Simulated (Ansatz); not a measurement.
A made-up structure of LiSiH₂S (charge +1), singlet:

| atom | x (Å) | y (Å) | z (Å) |
| --- | --- | --- | --- |
| Li1 | -2.3673 | 0.4387 | 1.2397 |
| Si2 | -0.4284 | -0.1860 | -0.3656 |
| S3 | 1.6228 | -0.0030 | -0.1872 |
| H4 | -3.2445 | 0.6496 | 2.5490 |
| H5 | 1.6411 | 0.5504 | 1.0405 |

It is relaxed with PBE-D4/def2-SVP and then PBE0-D4/def2-TZVP (Ansatz 0.2.0). Atoms count as bonded within 1.22 times the sum of their covalent radii (H–H: 0.88 Å). The end point is not checked to be a true minimum.

Q: Does its bonding change? (A judgement: the text doesn't fix the answer.)

A: The calculation gives: Yes. Formed: Si2–H4; broken: Li1–Si2.

Where it ends: The first stage lowers the energy by 3.52 eV in 26 steps. It ends as LiSiH₂S ([Li][H][Si][SH]), total charge +1:
```xyz
5
angstrom
Li -2.8727 0.6462 1.8555
Si -0.7286 -0.2454 -0.3854
S 1.2264 0.1108 0.3080
H -1.4023 0.3130 0.9702
H 1.0010 0.6250 1.5279
```

Labels in which every atom is bracketed show which atoms are joined, not bond orders.

For scale, one of the runs: PBE0-D4/def2-TZVP relaxation, 100 basis functions, launched by `ansatz run in.yaml --threads 2 --pin off --events-out ev --progress --plain --max-ram 4352MiB`. The run took about 13 s on 2 CPU threads of an Arm Neoverse V1 (shared host).
